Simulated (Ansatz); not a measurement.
**What a trial cell of Re relaxes into**

Level of theory: DFT r2SCAN, scalar-relativistic, plane waves, PAW in Ansatz 0.2.0. Cutoff 500 eV, Γ-centred k mesh, Gaussian smearing, no spin polarisation in the final step.

Re was placed on the beta-tungsten (A15) structure type (Pm-3n, No. 223), at a guessed volume.

```xyz
8
Lattice="4.9336 0.0000 0.0000 0.0000 4.9336 0.0000 0.0000 0.0000 4.9336" Properties=species:S:1:pos:R:3 pbc="T T T"
Re    2.4668    2.4668    2.4668
Re    0.0000    0.0000    0.0000
Re    1.2334    0.0000    2.4668
Re    2.4668    1.2334    0.0000
Re    2.4668    3.7002    0.0000
Re    3.7002    0.0000    2.4668
Re    0.0000    2.4668    3.7002
Re    0.0000    2.4668    1.2334
```

Cell and atoms relax at zero pressure; the relaxation can't lower the symmetry of the start.

Energies count from the standard state of Re at the same level.

Problem. Which crystal results?

Solution. It keeps Pm-3n (No. 223). The result has the beta-tungsten (A15) structure. Conventional cell: a = 4.923 Å. Around Re on Wyckoff site a (2 atoms of the primitive cell) lie 12 Re at 2.75 Å; around Re on Wyckoff site c (6 atoms of the primitive cell) lie 2 Re at 2.46 Å, 4 Re at 2.75 Å and 8 Re at 3.01 Å.

```cif
data_structure
_symmetry_space_group_name_H-M 'Pm-3n'
_symmetry_Int_Tables_number 223
_cell_length_a 4.9227
_cell_length_b 4.9227
_cell_length_c 4.9227
_cell_angle_alpha 90.000
_cell_angle_beta 90.000
_cell_angle_gamma 90.000
_cell_volume 119.29
loop_
_atom_site_label
_atom_site_type_symbol
_atom_site_symmetry_multiplicity
_atom_site_Wyckoff_symbol
_atom_site_fract_x
_atom_site_fract_y
_atom_site_fract_z
_atom_site_occupancy
Re1 Re 2 a 0.50000 0.50000 0.50000 1
Re2 Re 6 c 0.25000 0.00000 0.50000 1
```

Problem. What are its volume, energy, density and gap?

Solution. The volume per atom is 14.91 Å³, the density is 20.74 g/cm³ and the energy over the standard structure is 0.15 eV/atom. The gap on the 8×8×8 mesh is 0 eV (a metal).

The final run used a 8×8×8 mesh on its 8-atom cell and 0.10 eV smearing. The k mesh leaves about 4 meV/atom of noise in metals. Spin–orbit coupling is left out. Symmetry constrained the relaxation, so the result can be a saddle point.